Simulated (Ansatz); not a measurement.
## Isomers

Structures of CH$_{5}$BN, doublet, relaxed at PBE0-D4/def2-TZVP (vibrations not checked; lower isomers may exist, and structures with a doubtful reference or unclear bonds are left out). Ansatz 0.2.0; basis: def2-TZVPP; cores frozen in the correlated methods; orbitals are unrestricted. B3LYP uses VWN-RPA correlation.

Problem. Rank them by CCSD(T) energy, lowest first, and give each one's height above the lowest. Links in brackets join atoms within 1.22 times the sum of their covalent radii (1.1 for two metals). (An estimate is asked for; the value comes from the calculation.)
A.
CH₅BN ([CH3][B][NH2])
```
8
angstrom
C -0.6566 0.7883 -0.4943
B 0.0362 -0.6052 -0.4421
N 0.8600 -1.0943 0.5504
H -1.7428 0.6763 -0.5601
H -0.3543 1.3359 -1.3918
H -0.4324 1.4168 0.3785
H 1.1037 -0.5666 1.3796
H 1.2782 -2.0083 0.5241
```
B.
CH₅BN ([CH2][BH][NH2])
```
8
angstrom
C 0.8693 -0.9360 0.3181
B -0.0194 0.3037 0.4433
N -0.8373 0.7049 -0.6193
H -0.8832 0.2135 -1.4966
H -1.4344 1.5119 -0.5768
H -0.0448 0.9652 1.4439
H 0.9099 -1.5517 -0.5787
H 1.5168 -1.2789 1.1185
```
C.
CH₅BN ([CH3][BH][NH])
```
8
angstrom
C -0.1063 1.0139 -0.0501
B 0.7361 -0.3069 0.1204
N 0.2485 -1.5208 0.4544
H 0.3193 1.8001 0.5810
H -0.0272 1.3719 -1.0810
H -1.1602 0.8920 0.2011
H 1.9254 -0.3030 -0.1357
H 0.3259 -2.3396 1.0279
```

Solution. By the calculation: B (0.0 kJ/mol), A (31.2 kJ/mol), C (80.3 kJ/mol). Heights count from the lowest.

Problem. Do PBE-D4, r2SCAN-D4, PBE0-D4, B3LYP-D4, wB97M-V, HF, MP2 give the same order? (Judge from chemistry; the calculation decides.)

Solution. The calculation gives: All do.

T1 diagnostic: at most 0.024. ⟨S²⟩ of the unrestricted Hartree–Fock references: 0.76 to 0.77 (a pure state has 0.75).

For scale, one of the runs: CCSD(T)/def2-TZVPP, 163 basis functions, launched by `ansatz run in.yaml --threads 2 --pin off --events-out ev --progress --plain --max-ram 4352MiB`. Time: 120 s of wall clock on 2 CPU threads of an Arm Neoverse N1; the host was shared. Peak host memory: 3.1 GiB.
